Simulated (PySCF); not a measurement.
CCl3F.
SMILES with atom numbers: `[F:1][C:2]([Cl:3])([Cl:4])[Cl:5]`

A GFN2-xTB structure was refined with PySCF, PBE0-D3(BJ)/def2-SVP geometry optimisation, gas phase. Its GFN2-xTB values:

```
coordinate  GFN2-xTB
     F1–C2   1.337 Å
    C2–Cl3   1.771 Å
 F1–C2–Cl3    108.6°
Cl3–C2–Cl4    110.4°
```

Q: How do these coordinates change at the PBE0-D3(BJ)/def2-SVP level?

A: 
| coordinate | PBE0-D3(BJ)/def2-SVP (Å or °) | change |
| --- | --- | --- |
| F1–C2 | 1.326 | -0.011 |
| C2–Cl3 | 1.767 | -0.004 |
| Cl3–C2–Cl4 | 110.3 | -0.1 |
| F1–C2–Cl3 | 108.6 | 0.0 |

The energy falls by 0.32 kJ/mol over 6 energy and gradient evaluations, the largest force component goes from 0.0090 to 1.6e-04 Eh/bohr, and the atoms move by 0.005 Å rms after alignment. The bond that changes most is F1–C2 (alkyl fluorine to CCl3 carbon), which shortens by 0.011 Å. Bonds longer at the end by more than 0.005 Å: 0 of 4; shorter: 1. Rotational constants go from 2444, 2444, 1709 to 2462, 2460, 1719 MHz.

The run used 82 basis functions and 43 SCF cycles in all. Time: 22 s wall; peak memory 0.37 GiB. Hardware: one thread, Intel Xeon Platinum 8259CL at 2.50 GHz (x86_64), shared host with 96 logical CPUs at a one-minute load of 53.

Whether it is a minimum is left open (no frequencies).
